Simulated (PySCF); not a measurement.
# CH2N (SMILES C=[N]) at UHF/6-31G(d) (spherical functions)

We compute a geometry optimisation of CH2N. Input form: a Python script.

The results are computed with PySCF 2.14.0.

4 further runs of the same task are left out: 4 set aside as unsound or not needed.

### Step 1. The molecule

CH2N has 4 atoms, charge 0, and is taken as a doublet. As SMILES, `C=[N]`. The coordinates come from a PBE0-D4/def2-TZVP relaxation. The run starts from this shape.

Bond lengths: C1–N2 1.237 Å, C1–H3 1.099 Å, C1–H4 1.099 Å. Angles: N2–C1–H3 121.4°, N2–C1–H4 121.4°, H3–C1–H4 117.1°.

### Step 2. A geometry optimisation at UHF/6-31G(d) (spherical functions)

File input.py:

```python
from pyscf import gto
from pyscf.geomopt.geometric_solver import kernel as optimise

mol = gto.Mole()
mol.atom = '''
C     -0.025700    -0.020806    -0.027344
N      1.374473     1.111858     1.462194
H     -1.645876     0.921808    -0.919956
H      0.297122    -2.012861    -0.514875
'''
mol.unit = 'bohr'
mol.verbose = 3
mol.max_memory = 1860
mol.basis = '6-31g*'
mol.spin = 1
mol.build()

mf = mol.UHF()
mf.conv_tol = 1e-10
converged, mol_eq = optimise(mf, maxsteps=60, convergence_set='GAU_TIGHT')
print('converged:', converged)
print(mol_eq.tostring())

mf.reset(mol_eq)
mol = mol_eq
mf.kernel()
if not mf.converged:
    mf = mf.newton().run(mf.mo_coeff, mf.mo_occ)
e_tot = mf.e_tot
print('Final energy', e_tot)
```

Started as:

```console
OMP_NUM_THREADS=1 python input.py
```

Q: Predict the results. Wanted: total energy at the end; dipole moment; HOMO energy; LUMO energy; ⟨S²⟩.

**Answer.** As computed:

Level: UHF/6-31G* (spherical functions).

| quantity | value |
| --- | --- |
| total energy at the end | -93.43162 Eh |
| dipole moment | 2.41 D |
| HOMO energy (highest over α and β) | -12.27 eV |
| LUMO energy (lowest over α and β) | 3.77 eV |
| ⟨S²⟩ | 0.989 |

In words: At the final geometry: Bond lengths: C1–N2 1.260 Å, C1–H3 1.082 Å, C1–H4 1.082 Å. Angles: N2–C1–H3 120.8°, N2–C1–H4 120.8°, H3–C1–H4 118.4°. ⟨S²⟩ is 0.99 where a pure doublet has 0.75: the reference is spin-contaminated. The optimisation took 6 steps and changed the energy by -0.025 eV. Mulliken charges run from -0.22 on N2 to +0.20 on H3; they depend strongly on the basis.
